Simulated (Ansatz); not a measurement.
1T (CdI2-type) ZrS2 was calculated with LDA in Ansatz (plane waves, PAW).

Numerical settings: plane-wave cutoff 520 eV, 12×12×6 k mesh (along the axes of the cell as run), Fermi–Dirac smearing 0.01 eV, scalar-relativistic PAW data made under PBE.

Starting structure:

```
ZrS2
1.0
    3.66000     0.00000     0.00000
   -1.83000     3.16965     0.00000
    0.00000     0.00000     5.82000
Zr S
1 2
Cartesian
  0.00000   0.00000   0.00000
  0.00000   2.11310   1.45500
  1.83000   1.05655   4.36500
```

Question: Into what structure does the relaxation of cell and atoms lead at this level, with the symmetry of the start kept?

Answer: The volume decreases by 6.3 %; final space group P-3m1.
```
ZrS2
1.0
    3.59507     0.00000     0.00000
   -1.79754     3.11342     0.00000
    0.00000     0.00000     5.65315
Zr S
1 2
Cartesian
  0.00000   0.00000   0.00000
  0.00000   2.07562   1.45181
  1.79754   1.03781   4.20133
```

Ansatz is a first-principles code.
